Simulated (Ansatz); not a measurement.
Start from `CC(O)(F)C=O` and change one atom or group to get `CC(F)(F)C=O`.

Ansatz, PBE0-D4/def2-TZVP geometries, multiplicity 1. Each molecule was computed in one conformer, which needn't be the lowest.

| property | `CC(O)(F)C=O` |
| --- | --- |
| HOMO energy (PBE0/def2-TZVPP) / eV | -8.28 |
| HOMO energy (PBE/def2-TZVPP) / eV | -6.68 |
| size of the dipole moment (PBE/def2-TZVPP) / D | 1.95 |
| HOMO–LUMO gap (B3LYP/def2-TZVPP) / eV | 6.15 |
| HOMO energy (B3LYP/def2-TZVPP) / eV | -8.09 |
| size of the dipole moment (ωB97M-V/def2-TZVPP) / D | 2.13 |

Question: Give the same properties after the change, and the shifts. (Estimate.)

Answer: Computed: 
```tsv
property	`CC(F)(F)C=O`	shift
HOMO energy (PBE0/def2-TZVPP) / eV	-8.15	0.13
HOMO energy (PBE/def2-TZVPP) / eV	-6.49	0.19
size of the dipole moment (PBE/def2-TZVPP) / D	0.82	-1.13
HOMO–LUMO gap (B3LYP/def2-TZVPP) / eV	6.01	-0.14
HOMO energy (B3LYP/def2-TZVPP) / eV	-7.95	0.14
size of the dipole moment (ωB97M-V/def2-TZVPP) / D	0.77	-1.36
```

Dipoles are sizes alone; their direction can turn.

B3LYP here is the variant with VWN-RPA as its local correlation; programs differ in this.
